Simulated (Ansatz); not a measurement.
Reaction: SiP2H6 (phosphanylsilylphosphane, SMILES [SiH2](P)P) → SiPH4 (SMILES [SiH2]P, doublet) + PH2 (SMILES [PH2], doublet) (the P-Si bond breaks)
Each species at its own B3LYP-D3(BJ)/def2-TZVP minimum (Ansatz, an electronic-structure program).

Wanted: bond dissociation energy (electronic), in kJ/mol. Open shells are spin-unrestricted; no spin-orbit coupling. CBS(X,Y): correlation extrapolated as X^-3, Hartree-Fock from the larger set. A bracket is a step between two methods taken in the basis named. Functionals run without relativity, which enters their misses. 'core' is core correlation in cc-pwCVTZ (1s frozen past Ne), 'X2C' scalar relativity in cc-pVTZ-DK, both at CCSD(T).

CCSD(T)/CBS(cc-pV(T+d)Z,cc-pV(Q+d)Z) + [CCSDT(Q) - CCSD(T)]/cc-pV(D+d)Z + core + X2C (Ansatz) gives 308.0 kJ/mol.

Task: How far off this value is PBE/def2-TZVPD (Ansatz), in which direction, and which of these levels come nearer: r2SCAN/def2-TZVPD, B3LYP/def2-TZVPD, PBE0/def2-TZVPD, wB97M-V/def2-TZVPD, CCSD(T)/CBS(cc-pV(T+d)Z,cc-pV(Q+d)Z) + core + X2C?

Result: PBE gives 289.4 kJ/mol, 18.6 kJ/mol below it. Differences of the others: r2SCAN/def2-TZVPD (Ansatz) -24.8; B3LYP/def2-TZVPD (Ansatz) -34.5; PBE0/def2-TZVPD (Ansatz) -17.8; wB97M-V/def2-TZVPD (Ansatz) 1.7; CCSD(T)/CBS(cc-pV(T+d)Z,cc-pV(Q+d)Z) + core + X2C (Ansatz) 0.0 kJ/mol. Nearer than PBE: PBE0/def2-TZVPD, wB97M-V/def2-TZVPD, CCSD(T)/CBS(cc-pV(T+d)Z,cc-pV(Q+d)Z) + core + X2C.
